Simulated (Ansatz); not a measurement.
Rock-salt MgS was calculated with r²SCAN (Ansatz, an electronic-structure program, plane waves, PAW).

Run with plane-wave cutoff 560 eV, 12×12×12 k mesh, Fermi–Dirac smearing 0.01 eV, scalar-relativistic PAW data made under PBE.

The cell has the measured lattice parameters. Conventional cell: a = 5.2033 Å, b = 5.2033 Å, c = 5.2033 Å, α = 90.00°, β = 90.00°, γ = 90.00°.

```xyz
2
Lattice="0.0000 2.6016 2.6016 2.6016 0.0000 2.6016 2.6016 2.6016 0.0000" Properties=species:S:1:pos:R:3 pbc="T T T"
Mg     0.0000     0.0000     0.0000
S      2.6016     2.6016     2.6016
```

Task: List the 5 lowest band energies at Γ above −25 eV (eV, relative to the valence band maximum), grouping those that round alike.

Result: At Γ: -13.19, 0.00 (×3), 4.64.

Note: cell and atoms aren't relaxed at this level.
